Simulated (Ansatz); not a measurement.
Reaction (SMILES): CCl (CH3-Cl) → CH3Cl+ (doublet, bonded as CCl) + e-
B3LYP-D3(BJ)/def2-TZVP geometries, fixed; electronic energies without zero-point terms.
Largest species:
```
C
H 1 1.0858
H 1 1.0858 2 110.57
H 1 1.0858 2 110.57 3 -122.80
Cl 1 1.7944 2 108.35 3 118.60
```

Basis-set convergence of the adiabatic ionisation energy at PBE with Ansatz (a first-principles code). Cartesian d functions, on some or all atoms, in 6-31G*, 6-31G**; all else is spherical. The program fits the integrals of some runs and decomposes those of others, by size. Open shells are unrestricted. No added dispersion term, no relativity. Functions are those of the species that has most. Reference: the value in pcseg-4, 10.994 eV, itself unsure by roughly 0.002 eV (its mean distance from aug-pcseg-3, aug-cc-pV(Q+d)Z, cc-pV(5+d)Z). Deviations are taken from unrounded values.

```tsv
basis	functions	adiabatic ionisation energy (eV)	minus reference (eV)
6-31G	28	11.182	0.189
6-31G*	40	11.004	0.010
def2-SVP	47	10.904	-0.090
6-31G**	49	10.993	-0.001
def2-SVPD	71	11.088	0.094
def2-TZVP	86	10.973	-0.021
6-311++G(2d,2p)	92	11.033	0.039
pcseg-2	106	11.008	0.014
def2-TZVPP	115	10.972	-0.021
jun-cc-pV(T+d)Z	129	11.001	0.007
aug-cc-pV(T+d)Z	170	10.999	0.005
def2-QZVPP	217	10.991	-0.003
aug-pcseg-3	321	10.995	0.001
```

The smallest set listed that lies within 0.05 eV of the reference with all its larger relatives (same family, alike in diffuse functions; a set with none counts only in the reference's own line) is def2-TZVP (86 functions, -0.021 eV off). Inside the window by cancellation, since a larger relative falls out: 6-31G*, 6-31G**. Inside, with no larger relative to test it: aug-pcseg-3. (Relatives not listed, tested too: 6-311G** 0.097, 6-311++G(3df,3pd) 0.011, def2-QZVP -0.003, pcseg-3 0.001, aug-cc-pV(Q+d)Z 0.003, pcseg-4 0.000 eV.)
